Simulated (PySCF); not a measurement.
Gas-phase reaction: 3 H2CSiH2 ⇌ 3 SiH2 + C3H4 (propyne) + 2 H

Method: PySCF energies plus ideal-gas RRHO corrections (1 bar). † marks an energy on the PBE0/def2-TZVP geometry and frequencies; other levels use their own. 6-31G* has spherical d functions here. Open shells (unrestricted): H (multiplicity 2); the rest are closed-shell singlets. B3LYP is the form with VWN-RPA correlation. H2CSiH2: computed as isolated molecules; such fragments, hydroxides, amides, oligomers or adducts are transient or little studied in the gas. The harmonic model lacks anharmonicity and excited electronic states, which grow with temperature; levels with a mode under 35 cm⁻¹ are left out.

ΔH° and ΔS° at 298 K: B3LYP/def2-TZVP† 831 kJ, 363 J/K; BLYP/def2-TZVP† 817 kJ, 363 J/K; HF/6-31G* 597 kJ, 366 J/K; HF/def2-TZVP† 642 kJ, 363 J/K; M06-2X/def2-TZVP† 820 kJ, 363 J/K.

### Question
With the heat capacities included, give log10 K (1 bar) at 600, 800, 1200, 1600, 1800 K from B3LYP/def2-TZVP†, BLYP/def2-TZVP†, HF/6-31G*, HF/def2-TZVP†, M06-2X/def2-TZVP†.

### Answer
| T (K) | B3LYP/def2-TZVP† | BLYP/def2-TZVP† | HF/6-31G* | HF/def2-TZVP† | M06-2X/def2-TZVP† |
|---|---|---|---|---|---|
| 600 | -53.1 | -51.9 | -32.6 | -36.7 | -52.2 |
| 800 | -34.9 | -34.0 | -19.5 | -22.6 | -34.2 |
| 1200 | -16.8 | -16.2 | -6.3 | -8.5 | -16.3 |
| 1600 | -7.7 | -7.3 | 0.2 | -1.6 | -7.4 |
| 1800 | -4.7 | -4.3 | 2.4 | 0.8 | -4.4 |
